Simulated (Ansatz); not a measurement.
# BH₂ (doublet): wave-function methods side by side at a displaced geometry (v1), cc-pVTZ

Aim: climb from Hartree-Fock through coupled cluster for BH₂ (doublet) at one geometry and basis, and see what each rung misses.

Computed with Ansatz 0.2.0, Gaussian basis. Level: cc-pVTZ, core rule «outside noble gas», up to 1 orbitals frozen.

To be run: UHF; CCSD(T) on ROHF; CCSD(T) on UHF; BCCD(T) on ROHF; CISD; CCSDT(Q) on ROHF; CCSDT(Q) on UHF.

24 further runs of the same task are left out: 5 for a known fault of the program, 8 that didn't finish, 11 set aside as unsound or not needed.

### Step 1. The geometry

The geometry is a PBE0/def2-TZVP stationary point (not a proven minimum) with its atoms shifted at random (size 0.040 Å).

3 atoms, charge 0, spin multiplicity 2.

Atoms are counted from 1 here; the program's logs count them from 0.

Bond lengths: B1–H2 1.195 Å, B1–H3 1.164 Å. Angles: H2–B1–H3 127.2°.

### Step 2. UHF

Contents of in.yaml:

```yaml
crystal:
  periodic: [false, false, false]
  atoms:
    - {symbol: B, position_ang: [-0.003638, -0.082130, 0.005101]}
    - {symbol: H, position_ang: [-0.004471, 0.410801, -1.083060]}
    - {symbol: H, position_ang: [0.043493, 0.470111, 1.028343]}
basis:
  gaussian: {orbitals: cc-pVTZ}
magnetization: {spin_polarized: true, initial_magnetization: 1}
hamiltonian: {xc: hf}
output: {orbitals: {seedname: orbitals}}
```

Run with:

```sh
$ ansatz run in.yaml --threads 1 --pin off --events-out ev --progress --plain --max-ram 2393MiB
```

Further steps of the session: CCSD(T) on ROHF; CCSD(T) on UHF; BCCD(T) on ROHF; CISD; CCSDT(Q) on ROHF; CCSDT(Q) on UHF.

**Question.** What will the summary of the whole plan be? Wanted: UCCSDT(Q) below the RHF energy; RMP2 from UCCSDT(Q); UMP2 from UCCSDT(Q); RCCSD from UCCSDT(Q); RCCSD(T) from UCCSDT(Q); UCCSD(T) from UCCSDT(Q); RCCSDT(Q) from UCCSDT(Q); T1 diagnostic.

The runs gave:

| quantity | value |
| --- | --- |
| UCCSDT(Q) below the RHF energy | -2.8423 eV |
| RMP2 from UCCSDT(Q) | +54.6 kJ/mol |
| UMP2 from UCCSDT(Q) | +54.4 kJ/mol |
| RCCSD from UCCSDT(Q) | +6.4 kJ/mol |
| RCCSD(T) from UCCSDT(Q) | +1.2 kJ/mol |
| UCCSD(T) from UCCSDT(Q) | +1.2 kJ/mol |
| RCCSDT(Q) from UCCSDT(Q) | 0.0 kJ/mol |
| levels within 1 kcal/mol (43 meV) | RCCSD(T), UCCSD(T), BCCD(T), RCCSDT, UCCSDT, RCCSDT(Q) |
| T1 diagnostic | 0.015 |

What this shows: RCCSD(T) misses by +1.2 kJ/mol, 0.5 % of the correlation energy. These misses are within one basis, not against nature; the frozen cores of restricted and unrestricted runs differ, which can shift their rows.
